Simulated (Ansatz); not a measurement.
Reaction (SMILES): O=C (CH2-O) → [CH]=O (CH-O) + H atom
B3LYP-D3(BJ)/def2-TZVP geometries, fixed; electronic energies without zero-point terms.
Largest species:
```xyz
4

O     -0.0009    -0.0102     0.6728
C      0.0007     0.0079    -0.5259
H     -0.0027     0.9554    -1.0993
H      0.0057    -0.9218    -1.1276
```
Charge 0, spin multiplicity 1.

The bond dissociation energy at MP2 with Ansatz (a quantum-chemistry and plane-wave program), in kcal/mol, split into its Hartree-Fock and correlation parts. Cores are frozen. Open shells are unrestricted. No added dispersion term, no relativity. Functions are those of the species that has most.

```json
[
 {"basis": "cc-pVDZ", "X": "2", "functions": "38", "Hartree-Fock": "74.16", "MP2": "87.59"},
 {"basis": "cc-pVTZ", "X": "3", "functions": "88", "Hartree-Fock": "74.92", "MP2": "92.31"},
 {"basis": "cc-pVQZ", "X": "4", "functions": "170", "Hartree-Fock": "74.90", "MP2": "93.35"}
]
```

Worked estimate of the basis-set limit from each neighbouring pair, with Hartree-Fock from the larger set and the correlation part extrapolated as X^-3.
Correlation parts: X = 2: 13.43, X = 3: 17.39, X = 4: 18.45.
- (2,3): (27·(17.39) - 8·(13.43))/19 = 19.06; with Hartree-Fock 74.92 the estimate is 93.98 kcal/mol.
- (3,4): (64·(18.45) - 27·(17.39))/37 = 19.22; with Hartree-Fock 74.90 the estimate is 94.12 kcal/mol.
The last two estimates differ by 0.15 kcal/mol; the largest set lies 0.77 from the last. Over the last step Hartree-Fock moves by -0.02 and the correlation part by 1.06.
